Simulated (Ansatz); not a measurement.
I need a rigid torsion scan of C2H7Si (charge -1), SMILES CC[SiH2-]. Use the Python package of Ansatz (0.2.0). Level of theory (for the species named): B3LYP, cc-pVDZ basis, multiplicity 1.

```xyz
10

C    -0.9590    0.6529    0.0591
C    -0.1959   -0.6425    0.3027
Si    1.5831   -0.6490   -0.2582
H    -1.9882    0.5579    0.4205
H    -0.4947    1.4953    0.5836
H    -0.9985    0.8993   -1.0077
H    -0.2250   -0.8687    1.3748
H    -0.7243   -1.4593   -0.2022
H     1.6581   -0.3990   -1.7201
H     2.3444    0.4130    0.4476
```

`run_torsion.py`:
```python
# -*- coding: utf-8 -*-
"""Energy of C2H7Si(-) as one group turns about a bond."""

import ansatz as az
from ase import Atoms

BASIS_SET = "cc-pVDZ"
FUNCTIONAL = "b3lyp"
NET_CHARGE = -1
FORCE_TOL = 0.02

atoms = Atoms(["C", "C", "Si", "H", "H", "H", "H", "H", "H", "H"], positions=[
    [-0.959, 0.6529, 0.0591],
    [-0.1959, -0.6425, 0.3027],
    [1.5831, -0.649, -0.2582],
    [-1.9882, 0.5579, 0.4205],
    [-0.4947, 1.4953, 0.5836],
    [-0.9985, 0.8993, -1.0077],
    [-0.225, -0.8687, 1.3748],
    [-0.7243, -1.4593, -0.2022],
    [1.6581, -0.399, -1.7201],
    [2.3444, 0.413, 0.4476],
])

# relax first, so that the scan starts from a minimum
first = (
    az.Crystal.molecule_from_ase(atoms).calculation()
    .basis(gaussian=BASIS_SET)
    .functional(FUNCTIONAL)
    .charge(NET_CHARGE)
    .relax(force_tolerance=FORCE_TOL, max_steps=80)
)
atoms.positions = first.run(threads=1, pin="off").report["positions_ang"]

start = atoms.get_dihedral(0, 1, 2, 8)
energies = {}
for turn in range(0, 360, 40):
    turned = atoms.copy()
    turned.set_dihedral(0, 1, 2, 8, start + turn, indices=[2, 8, 9])
    calc = (
        az.Crystal.molecule_from_ase(turned).calculation()
        .basis(gaussian=BASIS_SET)
        .functional(FUNCTIONAL)
        .charge(NET_CHARGE)
    )
    energies[round((start + turn) % 360)] = calc.run(threads=1, pin="off").report["free_energy_ev"]
floor = min(energies.values())
print("dihedral C0-C1-Si2-H8 (deg)   E - E(min) (kcal/mol)")
for angle, e in sorted(energies.items()):
    print(f"{angle:8d} {23.060548 * (e - floor):14.3f}  " + "#" * int(30 * (e - floor) / max(max(energies.values()) - floor, 1e-9)))
```

```console
$ python run_torsion.py
dihedral C0-C1-Si2-H8 (deg)   E - E(min) (kcal/mol)
      33          2.547  #############################
      73          1.298  ###############
     113          2.195  #########################
     153          2.195  #########################
     193          1.298  ###############
     233          2.547  ##############################
     273          1.748  ####################
     313          0.000
     353          1.748  ####################
```

Caveats:
- The scan is rigid and the energies are electronic, in a modest basis. With rigid groups the curve can differ much from the relaxed path, the start wasn't checked as a minimum of this torsion, and equivalent turns needn't return to the same energy.
- b3lyp holds the VWN-RPA fit, as in Gaussian; the form of ORCA and Turbomole is b3lyp5.
- Anions want diffuse functions, which this basis lacks.
- By the engine's processor time: 25 s on 1 thread of Intel(R) Xeon(R) Processor @ 2.30GHz, on a shared host, peak memory 0.27 GiB.
